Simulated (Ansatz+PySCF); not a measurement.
A calculation with Ansatz (development build ahead of 0.2.0).

```yaml
crystal:
  periodic: [false, false, false]
  atoms:
    - { symbol: "N", position_ang: [0.0, 0.0, -0.19627] }
    - { symbol: H, position_ang: [0.0, 0.0, 1.3739] }
    - { symbol: O, position_ang: [30.0, 0.0, -1.3071] }
    - { symbol: O, position_ang: [30.0, 0.0, 1.3071] }
basis:
  gaussian: { orbitals: "6-31G" }
magnetization:
  initial_magnetization: 4
hamiltonian:
  xc: hf
```

The input is written out in the form of the current development build from the run's settings.

Output:

* Converged: yes
* Total energy: -204.30591 hartree
* Spin squared of the determinant: 6.000
* Stability test: minimum among restricted orbitals

Caution: this determinant is likely not that of the ground state; an unrestricted determinant lies well below.
